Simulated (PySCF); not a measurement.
Indirect couplings

Bonds (- single, = double, # triple, : aromatic): B1-C2 1.519 Å, C2#O3 1.132 Å. B1 carries H4, H5, H6. Formal charges: B1 -1, O3 +1.

Method: B3LYP/pcJ-1//PBE0-D3(BJ)/def2-SVP, PySCF 2.14.0 with density-fitted response routines; isolated molecule, single conformer, non-relativistic. Couplings are averaged over pairs made equivalent by symmetry, fast rotation or ring inversion, so a value needn't be that of the named pair in this geometry, while other rotamers aren't included; one pair stands for each set, and the list holds those of at least 0.8 Hz over up to four bonds.

Isotopes: 11B, 1H, 13C, 17O. Couplings to quadrupolar nuclei such as 17O and 33S are rarely resolved in practice.

```tsv
pair	bonds	J (Hz)
B1, C2	1	45.1
B1, H4	1	?
C2, O3	1	12.9
B1, O3	2	3.0
C2, H4	2	-6.5
H4, H5	2	?
O3, H4	3	-3.9
```

Estimate the withheld couplings, with signs.

Answers


- 1J(B1,H4) = 115.8 Hz (bond length 1.221 Å)
- 2J(H4,H5) = -25.0 Hz
